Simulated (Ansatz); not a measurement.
# PH₄+ (singlet): wave-function methods side by side, 6-31G

Aim: climb from Hartree-Fock through coupled cluster and multireference methods for PH₄+ (singlet) at one geometry and basis, and see what each rung misses.

Computed with Ansatz 0.2.0, Gaussian basis. Level: 6-31G, core rule «outside noble gas», up to 5 orbitals frozen.

The runs, in order: UHF; CCSD(T) on RHF; BCCD(T) on RHF; CISD; CCSDT(Q) on RHF; CISDTQ; CCSDTQ on RHF; CASSCF and MRCISD+Q, 8 electrons in 8 orbitals; CASSCF and NEVPT4(SD), 8 electrons in 8 orbitals; CASSCF and NEVPT2, 8 electrons in 8 orbitals; Full CI.

22 further runs of the same task are left out: 9 that didn't finish, 13 set aside as unsound or not needed.

## (1) The system

The geometry is a PBE0/def2-TZVP stationary point (not a proven minimum) of the parent state, kept for this charge and spin.

5 atoms, charge 1, spin multiplicity 1.

Atoms are counted from 1 here; the program's logs count them from 0.

Bond lengths: P1–H2 1.519 Å, P1–H3 1.410 Å, P1–H4 1.410 Å, P1–H5 1.519 Å. Angles: H2–P1–H3 92.8°, H2–P1–H4 92.8°, H2–P1–H5 171.2°, H3–P1–H4 99.8°, H3–P1–H5 92.8°, H4–P1–H5 92.8°.

## (2) UHF

File in.yaml:

```yaml
crystal:
  periodic: [false, false, false]
  atoms:
    - {symbol: P, position_ang: [0.045627, 0.000000, 0.000000]}
    - {symbol: H, position_ang: [0.161577, 0.000000, -1.514668]}
    - {symbol: H, position_ang: [-0.862630, 1.078238, 0.000000]}
    - {symbol: H, position_ang: [-0.862630, -1.078238, 0.000000]}
    - {symbol: H, position_ang: [0.161577, 0.000000, 1.514668]}
basis:
  gaussian: {orbitals: 6-31G}
total_charge: 1
magnetization: {spin_polarized: true, initial_magnetization: 0}
hamiltonian: {xc: hf}
output: {orbitals: {seedname: orbitals}}
```

The run is started by

```sh
ansatz run in.yaml --threads 1 --pin off --events-out ev --progress --plain --max-ram 2393MiB
```

Further steps of the session: CCSD(T) on RHF; BCCD(T) on RHF; CISD; CCSDT(Q) on RHF; CISDTQ; CCSDTQ on RHF; CASSCF and MRCISD+Q, 8 electrons in 8 orbitals; CASSCF and NEVPT4(SD), 8 electrons in 8 orbitals; CASSCF and NEVPT2, 8 electrons in 8 orbitals; Full CI.

Before running them: what should the planned runs give, taken together? Wanted: FCI below the RHF energy; RMP2 from FCI; RCCSD from FCI; RCCSD(T) from FCI; RCCSDT(Q) from FCI; NEVPT2 valence from FCI; NEVPT4(SD) valence from FCI; MRCISD+Q valence from FCI; T1 diagnostic.

As calculated:

| quantity | value |
| --- | --- |
| FCI below the RHF energy | -2.9075 eV |
| RMP2 from FCI | +19.46 kcal/mol |
| RCCSD from FCI | +0.90 kcal/mol |
| RCCSD(T) from FCI | +0.24 kcal/mol |
| RCCSDT(Q) from FCI | +0.01 kcal/mol |
| NEVPT2 valence from FCI | +2.86 kcal/mol |
| NEVPT4(SD) valence from FCI | +0.41 kcal/mol |
| MRCISD+Q valence from FCI | +0.12 kcal/mol |
| levels within 1 kcal/mol (43 meV) | RCCSD, RCCSD(T), BCCD(T), RCCSDT, CISDTQ, RCCSDT(Q), RCCSDTQ, NEVPT4(SD) valence, MRCISD valence, MRCISD+Q valence |
| T1 diagnostic | 0.008 |
| effectively unpaired electrons | 0.06 |

In words: RCCSD(T) misses by +0.24 kcal/mol, 0.4 % of the correlation energy. One determinant dominates. Of the multireference levels listed MRCISD+Q valence comes nearest in total energy (+0.12 kcal/mol), which doesn't show that its space is the better one. These misses are within one basis, not against nature.
